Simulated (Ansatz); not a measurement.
# C6H6 (charge +1): harmonic frequencies at the relaxed geometry

At which frequencies does C6H6 (charge +1) vibrate? A script is to give harmonic frequencies at the relaxed geometry; the system is C6H6 (charge +1). SMILES: [CH+]1C=CC=C[CH]1.

Computed with Ansatz 0.2.0, driven from Python. Level of theory: PBE0/cc-pVDZ.

## (1) The system

Bond lengths: C1–C2 1.469 Å, C2–C3 1.333 Å, C3–C4 1.474 Å, C4–C5 1.338 Å, C1–C6 1.504 Å, C5–C6 1.508 Å, C1–H7 1.082 Å, C2–H8 1.082 Å, C3–H9 1.082 Å, C4–H10 1.083 Å, C5–H11 1.082 Å, C6–H12 1.110 Å. Angles (14 of 18 angles, heavy atoms first): C1–C2–C3 120.3°, C2–C1–C6 121.1°, C2–C3–C4 121.1°, C3–C4–C5 121.5°, C4–C5–C6 122.6°, C1–C6–C5 113.3°, C1–C2–H8 119.7°, C3–C2–H8 120.0°, C2–C1–H7 119.5°, C6–C1–H7 119.4°, C2–C3–H9 119.7°, C4–C3–H9 119.2°, C3–C4–H10 119.0°, C5–C4–H10 119.5°.

No structure file is read: the coordinates are typed or built in the script.

## (2) Script

The input, c6h6.py:

```python
'''Vibrations and zero-point energy of C6H6(+).'''

import itertools

import ansatz as az
from ase.data import atomic_numbers, covalent_radii
import numpy as np

system = (
    az.Crystal.molecule()
    .atom('C', (-0.2683, -1.4341, -0.0222))
    .atom('C', (1.0985, -0.8955, -0.0428))
    .atom('C', (1.3023, 0.4212, -0.0957))
    .atom('C', (0.1709, 1.365, -0.1395))
    .atom('C', (-1.0976, 0.939, -0.1113))
    .atom('C', (-1.463, -0.5212, -0.0165))
    .atom('H', (-0.4189, -2.5051, 0.0055))
    .atom('H', (1.9419, -1.5736, -0.0189))
    .atom('H', (2.3136, 0.8067, -0.1136))
    .atom('H', (0.3754, 2.4263, -0.2))
    .atom('H', (-1.898, 1.6666, -0.1503))
    .atom('H', (-2.0568, -0.6951, 0.9051))
)

calc = (
    system.calculation()
    .basis(gaussian='cc-pVDZ')
    .functional('pbe0')
    .charge(1)
    .spin('collinear', total=1)
    .accuracy('medium')
)
symbols = [site.symbol for site in system.cartesian_sites]
start = np.array([site.position_ang for site in system.cartesian_sites], dtype=float)
data = calc.relax(force_tolerance=0.003).run(threads=1).report
end = np.array(data['positions_ang'])

# pairs closer than 1.2 times the sum of covalent radii, before or after
radius = [covalent_radii[atomic_numbers[s]] for s in symbols]
span = lambda where, i, j: np.linalg.norm(where[i] - where[j])
bonded = [(i, j) for i, j in itertools.combinations(range(len(symbols)), 2) if min(span(start, i, j), span(end, i, j)) < 1.2 * (radius[i] + radius[j])]
print('pair        before    after (A)')
for i, j in bonded:
    print(f'{symbols[i]}{i}-{symbols[j]}{j}'.ljust(10), f'{span(start, i, j):8.4f} {span(end, i, j):8.4f}')

# frequencies need a stationary point, so they are taken at the relaxed geometry
minimum = az.Crystal.molecule()
for symbol, place in zip(symbols, end):
    minimum = minimum.atom(symbol, place.tolist())
vibrating = (
    minimum.calculation()
    .basis(gaussian='cc-pVDZ')
    .functional('pbe0')
    .charge(1)
    .spin('collinear', total=1)
    .accuracy('medium')
    .phonons(temperatures=(200, 600, 100))
)
vib = vibrating.run(threads=1).report['vibrations']
sums = vib['harmonic_sums']
modes = [m['omega_inv_cm'] for m in sums['modes_at_gamma'] if m['rigid_motion'] == 'no']
for number, w in enumerate(modes, start=1):
    print(f'mode {number:2d} {w:9.1f} 1/cm {w / 8065.544 * 1000:8.2f} meV')
print('imaginary modes:', sum(w < 0 for w in modes), ' zero-point energy:', round(sums['zero_point_energy_ev'], 4), 'eV')
print('T (K)   F_vib (eV)   S_vib (meV/K)   C_vib (meV/K)')
for row in zip(sums['temperatures_k'], sums['vibrational_free_energy_ev'], vib['entropy_ev_per_k'], vib['heat_capacity_ev_per_k']):
    print(f'{row[0]:6.1f} {row[1]:11.4f} {1000 * row[2]:13.4f} {1000 * row[3]:15.4f}')
```

## (3) The calls as engine input

The engine receives this input (first run):

```yaml
crystal:
  periodic: [false, false, false]
  atoms:
    - { symbol: C, position_ang: [-0.2683, -1.4341, -0.0222] }
    - { symbol: C, position_ang: [1.0985, -0.8955, -0.0428] }
    - { symbol: C, position_ang: [1.3023, 0.4212, -0.0957] }
    - { symbol: C, position_ang: [0.1709, 1.365, -0.1395] }
    - { symbol: C, position_ang: [-1.0976, 0.939, -0.1113] }
    - { symbol: C, position_ang: [-1.463, -0.5212, -0.0165] }
    - { symbol: H, position_ang: [-0.4189, -2.5051, 0.0055] }
    - { symbol: H, position_ang: [1.9419, -1.5736, -0.0189] }
    - { symbol: H, position_ang: [2.3136, 0.8067, -0.1136] }
    - { symbol: H, position_ang: [0.3754, 2.4263, -0.2] }
    - { symbol: H, position_ang: [-1.898, 1.6666, -0.1503] }
    - { symbol: H, position_ang: [-2.0568, -0.6951, 0.9051] }
accuracy: medium
basis:
  gaussian:
    orbitals: cc-pVDZ
hamiltonian:
  xc: pbe0
magnetization:
  spin_polarized: true
  initial_magnetization: 1.0
total_charge: 1.0
relax:
  f_tol: 0.003
```

## (4) Launch

Launch:

```bash
python c6h6.py
```

**Question.** What results will this script give? Wanted: moves of the relaxation of run 1; energy gained in run 1; last largest force component of run 1; highest frequency; imaginary modes; zero-point energy.

The runs gave:

```
                             quantity        value
                        runs compared            2
     moves of the relaxation of run 1           11
               energy gained in run 1     1.402 eV
last largest force component of run 1  0.0013 eV/Å
                    highest frequency    3253 cm⁻¹
                      imaginary modes            0
                    zero-point energy     2.674 eV
```

Run 1: After 11 moves the largest shift is 0.673 Å, of atom 12 (H). All frequencies are real, so the geometry is a minimum. The values are harmonic; measured fundamentals also hold anharmonic shifts, mostly downward for stretches. Notes:
- The frequencies are harmonic and unscaled, in a modest basis.
- The run takes the species as open-shell (spin multiplicity 2), which needn't be its ground state.
